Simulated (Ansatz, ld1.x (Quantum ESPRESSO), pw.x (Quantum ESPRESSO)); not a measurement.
# From atom to crystal: PAW potential for W

- Element: W (Z = 74)
- Generator: ld1.x (Quantum ESPRESSO) 7.5
- Type: PAW
- Functional: LDA (PW92)
- Relativity: scalar-relativistic
- Frozen core: [Xe] 4f14
- Valence charge: 6
- Reference configuration: 5d4 6s0 6p0 (charge +2)
- Partial waves: 6s (bound, empty): rcut 2.25, rcutus 2.60 bohr; 6s channel at -0.7 Ry: rcut 2.25, rcutus 2.60 bohr; 6p (bound, empty): rcut 1.95, rcutus 2.70 bohr; 6p channel at 2.65 Ry: rcut 1.95, rcutus 2.70 bohr; 5d (bound): rcut 1.80, rcutus 2.30 bohr; 5d channel at 0.45 Ry: rcut 1.80, rcutus 2.30 bohr
- Local potential: all-electron potential smoothed inside 2.60 bohr (lloc = -1)
- Core correction: Bessel-smoothed model core inside 1.55 bohr
- Augmentation charge: BESSEL, radius 1.55 bohr

Atomic tests: cutoffs needed: 18 Ry and 30 Ry (the cutoffs (Ry, on a coarse ladder) from which the occupation-weighted sum of valence levels, in a spherical-Bessel basis at the reference potential, stays within 10 and 1 mRy of its value at 400 Ry); ghost test: no extra level below or beside the all-electron valence levels (s, p, d, f tested) (spherical-Bessel basis up to 400 Ry, 20 bohr box); configuration tests: test run stopped at test 9 of 9 (negative rho).

Crystal test: sc W in pw.x 7.5, no spin, 13³ k-points, Fermi–Dirac smearing 0.01 Ry, cutoffs 40/320 Ry. The reference is all-electron LAPW (Ansatz 0.2.0) with the same functional, mesh and smearing; V0 and B0 come from Birch–Murnaghan fits to the pressures at five volumes. Errors are pseudo minus all-electron; Δ is the rms difference of the E(V) curves that follow from these fits, minima aligned, over ±6 % about the mean V0. Mesh and smearing are coarse, so the numbers serve the comparison and aren't converged zero-temperature values; the lattice is a test structure that the element need not adopt.

All-electron: a0 = 2.590 Å (V0 = 17.36 Å³/atom), B0 = 240.5 GPa.

Problem. How far does the potential miss the all-electron equation of state?

Solution. mean pressure error (GPa): -0.86; a0 (Å): 2.586; a0 error (%): -0.12; B0 error (%): -0.6; Δ (meV/atom): 3.4. The largest radius (2.70 bohr) exceeds half the bond length (2.45 bohr), so the spheres overlap, which is one possible source of error among others. Atomic configuration tests: test run stopped at test 9 of 9 (negative rho).

| V (Å³/atom) | P all-electron (GPa) | P pseudo (GPa) |
| --- | --- | --- |
| 16.662 | 10.84 | 9.71 |
| 17.101 | 3.80 | 2.84 |
| 17.539 | -2.36 | -3.19 |
| 17.977 | -7.76 | -8.48 |
| 18.416 | -12.49 | -13.15 |

Problem. At the middle volume, how do free energy and pressure move when the wave cutoff is lowered (ecutrho held at 320 Ry)?

Solution.

```
cutoff (Ry)  shift of F (meV/atom)  shift of P (GPa)
         18                 +112.1             +0.37
         24                  +77.8             -0.50
         32                   +5.6             -0.52
```

The run at the middle volume (84 k-points, 12 iterations) took about 5 s on one core of a shared host (Neoverse-V2, 32 threads, 247 GiB, load 28).
